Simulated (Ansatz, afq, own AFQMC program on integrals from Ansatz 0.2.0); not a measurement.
Two steps: Ansatz 0.2.0 writes the Fock matrix and Cholesky factors of the valence space, and afq projects on them the lowest state that overlaps trial and start.

```yaml
crystal:
  periodic: [false, false, false]
  atoms:
    - {symbol: B, position_ang: [-0.743720, 0.006842, 0.005917]}
    - {symbol: C, position_ang: [0.459191, -0.004224, -0.003654]}
    - {symbol: H, position_ang: [0.825645, -1.038958, -0.001421]}
    - {symbol: H, position_ang: [0.846960, 0.512414, 0.883864]}
    - {symbol: H, position_ang: [0.832666, 0.503497, -0.902376]}
basis:
  gaussian: {orbitals: cc-pVDZ}
magnetization: {spin_polarized: true, initial_magnetization: 0}
correlation: {method: ccsd_t, electrons: outside_noble_gas, hamiltonian_folder: ham}
```

```sh
$ ansatz run in.yaml --threads 1 --pin off --events-out ev --progress --plain --max-ram 1382MiB
```

afq runs on the folder ham with

```
--method phaseless --trial mp1 --walkers 20 --populations 1 --least-time 40 --time-step 0.0025 --steps-per-block 50 --equilibration-blocks 48 --max-blocks 480 --target-error 0.00076 --factor-cut 1e-05 --start spin_pure --seed 1976 --release-times 0.3,0.6,0.9,1.2 --release-step 0.1 --release-every 8 --taylor-order 6
```

Times are imaginary, in 1/Eh. The walk had a cap of 262 s.

afq prints:

```
orbitals 41  electrons 5 5  factors 340 of 392
reference energy -64.08626933 Eh
CCSD correlation -0.23778313 Eh in 10 cycles, weight of the determinant in the CISD state 0.8830
energy of the start -64.290768 Eh
 block  time / (1/Eh)  mean weight  energy / Eh
     1     0.125  0.9990  -64.294940
     2     0.250  1.0002  -64.298725
     3     0.375  0.9996  -64.304671
     4     0.500  1.0012  -64.311145
     5     0.625  1.0005  -64.311970
     7     0.875  1.0000  -64.317755
     9     1.125  0.9977  -64.322522
    14     1.750  1.0012  -64.322526
    40     5.000  1.0009  -64.316418
    66     8.250  0.9997  -64.333777
    92    11.500  0.9998  -64.325029
   118    14.750  1.0017  -64.321093
   144    18.000  0.9983  -64.344511
   170    21.250  0.9995  -64.315606
   196    24.500  0.9988  -64.340530
   222    27.750  0.9998  -64.325997
   248    31.000  1.0005  -64.328878
   274    34.250  1.0014  -64.339896
   300    37.500  1.0000  -64.333903
   326    40.750  1.0016  -64.341170
   352    44.000  1.0027  -64.331130
   378    47.250  0.9993  -64.322511
   404    50.500  1.0006  -64.335162
   430    53.750  1.0003  -64.331432
   456    57.000  0.9994  -64.322719
   482    60.250  1.0009  -64.324435
   508    63.500  0.9987  -64.332088
   521    65.125  0.9993  -64.335166
blocks merged  error / Eh  count
     1  0.000377  480
     2  0.000498  240
     4  0.000635  120
     8  0.000791  60
    16  0.000941  30
    32  0.001018  15
released: time / (1/Eh)  energy / Eh  error  mean overlap
  0.30  -64.331848  0.001133  1.0015
  0.60  -64.330592  0.001267  1.0218
  0.90  -64.330843  0.001454  1.0230
  1.20  -64.330199  0.001595  1.0221
energy -64.330742 +/- 0.000941 Eh
(rows thinned)
```

The run passed its tests (sampling time, drift between the halves within three errors, error under three times the target), which doesn't prove that it has relaxed. The second half of the sampling lies below the first by 2.5 errors of their difference, so the energy may still be moving and its error bar be too small.

Against this walk (error 25.6 meV) on the same determinant: CCSD(T) 2.4 meV lower (within the noise), CCSDT(Q) 32.1 meV lower (within the noise), a separate phaseless walk with a CISD trial and standard settings 33.4 ± 27.6 meV lower (within the noise). The error is statistical and leaves out the bias of the constraint. Released to 1.20 1/Eh the energy moves by 15 ± 50 meV (both errors), within twice the noise.

Cautions: constraint bias not in the error; error above the target (25.6 against 20.7 meV); an unrestricted solution with more broken spin lies lower (16 meV, ⟨S²⟩ 0.16), while this determinant keeps restricted orbitals; so few walkers bias the energy.

The walk took 4.3 min on 1 thread of Intel(R) Xeon(R) Platinum 8375C CPU @ 2.90GHz (Ice Lake), on a shared host. The log's last line is the phaseless energy.

CCSDT and higher add their correlation energy to the determinant of the CCSD(T) run, since their own runs factorise the integrals more tightly (a shift of under 2 meV). A walk keeps the symmetry of its determinant, which the program's search chose and which needn't be the lowest solution, so a lower state of the same spin and another symmetry isn't excluded.
